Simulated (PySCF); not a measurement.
**Telling isomers of C3H5NO apart by NMR**

Relativity neglected, one conformer, equivalent nuclei averaged, no solvent model. J: B3LYP/pcJ-1 (spin–dipole term left out of most H,H and C,H couplings); PBE0-D3(BJ)/def2-SVP geometry; σ from GIAO-PBE0/pcSseg-1; PySCF 2.14.

Scale: ¹H and ¹³C against TMS (reference shieldings calculated alike). Multiplet labels drop J under 1 Hz and among equivalent protons, and merge close values. Unscaled 3J(H,H) run several per cent high. Vicinal couplings that depend on rotamer populations or ring flexing (ring, CH–CH, X–H and H–F types) are those of the one conformer. Shifts are as computed. Against solution values, carbons near 30 ppm lie about +2 ppm off and those near 130 ppm about +5 ppm. Of 1211 compounds with measured shifts, 218 miss one by over three times the rms of a fit or turn the order of signals round; such compounds aren't used in these exercises. Across acyclic CH2–CH2 and CH–CH2 bonds, 3J(H,H) assumes equally populated rotamers. OH and NH positions are gas-phase values without hydrogen bonding to other molecules.

(1) Tabulate the signals of `N#CCCO`, `C1=NCCO1` and their relative energies.

(2) What is the quickest way to tell N#CCCO from C1=NCCO1?

## Answers

(1) 
```json
{"SMILES": "N#CCCO", "carbon types": "1×C 2×CH2", "δC": "123.7, 60.7, 23.7", "δH": "3.68 (t, 2H), 2.23 (t, 2H), 1.07 (br s, 1H)", "E rel. (kcal/mol)": "2.3"}
{"SMILES": "C1=NCCO1", "carbon types": "1×CH 2×CH2", "δC": "160.4, 66.4, 56.2", "δH": "6.35 (m, 1H), 3.96 (m, 2H), 3.83 (m, 2H)", "E rel. (kcal/mol)": "0.0"}
```

Energies are electronic energies at PBE0/pcSseg-1 on these geometries, without zero-point or thermal terms, each for the one conformer computed, which needn't be the lowest.

(2) Both give the same number of carbon signals, but DEPT or the intensities differ. The first has a nitrile carbon (C) at 123.7 ppm, the second a C=N carbon (CH) at 160.4 ppm. In the proton spectra the most deshielded non-exchanging signals are 3.68 (t, J = 6.8 Hz, 2H) and 6.35 (m, 1H).
